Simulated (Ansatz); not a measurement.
A nudged elastic band was laid between two geometries of CH₄NSi (7 atoms, charge 0, multiplicity 2).

Theory: Ansatz, UKS PBE-D4/def2-SVP.

```json
{"movable images": "9", "climbing image": "yes", "spring": "5.0 eV/Å²", "optimiser": "quadratic models (default)", "start path": "IDPP", "force threshold": "0.05 eV/Å", "iteration limit": "60", "end points": "relaxed"}
```

Initial state:

```xyz
7
Properties=species:S:1:pos:R:3
C -1.111 0.134 -0.754
N -0.123 -0.609 -0.409
Si 0.970 -0.403 0.925
H -1.756 -0.164 -1.613
H -1.393 1.098 -0.259
H 1.127 0.997 1.488
H 2.286 -1.054 0.623
```

Final state:

```xyz
7
Properties=species:S:1:pos:R:3
C -0.832 -0.307 -1.018
N -0.679 0.274 0.116
Si 0.636 0.127 1.241
H -1.767 -0.148 -1.602
H -0.080 -0.983 -1.501
H 0.750 1.369 2.072
H 1.973 -0.333 0.693
```

**Question.** Which bonds break or form, and what moves?

**Answer.** No bond is made or broken. The dihedral C1–N2–Si3–H7 goes from -154 to 23°. The two ends are copies of one structure, up to a mirror image or an exchange of like atoms.

**Question.** Give the energies along the band, and the barrier.

**Answer.** It converged. The highest image is number 5 of 0 to 10, 0.180 eV above the ends, which have the same energy within 2 meV. A vibrational analysis at the climbing image gives one clearly imaginary mode, 298i cm⁻¹: a first-order saddle point.

```
image  path coordinate (Å)  energy (eV)  dihedral C1–N2–Si3–H7 (°)
    0                 0.00        0.000                       -154
    1                 0.35        0.008                       -142
    2                 0.70        0.034                       -128
    3                 1.05        0.083                       -109
    4                 1.39        0.147                        -86
    5                 1.75        0.180                        -61
    6                 2.10        0.147                        -36
    7                 2.44        0.083                        -17
    8                 2.79        0.034                         -2
    9                 3.14        0.008                         10
   10                 3.49        0.000                         23
```

**Question.** What is the geometry of the highest image?

**Answer.** 
```xyz
7
Properties=species:S:1:pos:R:3
C -0.917 0.157 -0.972
N -0.395 -0.516 -0.041
Si 0.836 -0.604 1.183
H -1.792 -0.232 -1.550
H -0.560 1.174 -1.287
H 0.636 0.541 2.156
H 2.191 -0.520 0.511
```

**Question.** What are the harmonic wavenumbers there?

**Answer.** 298i, 44, 330, 628, 701, 719, 842, 1057, 1143, 1461, 1778, 2064, 2108, 2861, 2944 cm⁻¹.

The run took 4.6 min on 1 thread of Arm Neoverse V1 (shared host), peak memory 0.13 GiB.
